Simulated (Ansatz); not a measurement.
## [BH₂···H···BH₂], doublet: reading a ladder of total energies

Geometry: a point of a hydrogen-transfer path between rigid fragments, not a stationary point.

| atom | x (Å) | y (Å) | z (Å) |
| --- | --- | --- | --- |
| B | -1.3404 | 0.0000 | 0.0000 |
| H | -1.9372 | 1.0336 | 0.0000 |
| H | -1.9372 | -1.0336 | 0.0000 |
| H | 0.0846 | 0.0000 | 0.0000 |
| B | 1.3476 | 0.0000 | 0.0000 |
| H | 1.8566 | 0.0000 | 1.0770 |
| H | 1.8566 | 0.0000 | -1.0770 |

Basis cc-pVDZ; Ansatz 0.2.0. Only valence electrons are correlated (noble-gas cores frozen), which leaves 11 electrons in 51 orbitals. Prefix R: restricted or restricted open-shell reference; prefix U: unrestricted.

Full CI isn't at hand for all of this; UCCSDT(Q) serves as the reference, and is uncertain by about the last step of the cluster series.

Runs differ by some tens of microhartree through their thresholds and, for an open shell, their frozen cores, so steps under 0.03 kcal/mol mean nothing.

```tsv
level	total energy (hartree)
UHF	-52.099874
UMP2	-52.275228
UCCSD	-52.319122
UCCSD(T)	-52.323562
UCCSDT	-52.324534
UCCSDT(Q)	-52.324681
```

What is the correlation energy at UCCSDT(Q), and what share of it do UMP2 and UCCSDT recover?

E(corr) = -52.324681 − (-52.099874) = -0.224807 hartree = -6.117 eV. UMP2: -0.175354 / -0.224807 = 78.00 %. UCCSDT: -0.224660 / -0.224807 = 99.93 %.

By how many kcal/mol does UCCSD(T) miss UCCSDT(Q) (1 hartree = 627.509 kcal/mol), and which steps make up the rest?

-52.323562 − (-52.324681) = 0.001119 hartree = 0.70 kcal/mol. Steps: UCCSDT − UCCSD(T) = -0.61, UCCSDT(Q) − UCCSDT = -0.09 kcal/mol. That is within 1 kcal/mol of the reference in this basis, which itself misses far more of the correlation at the basis-set limit.
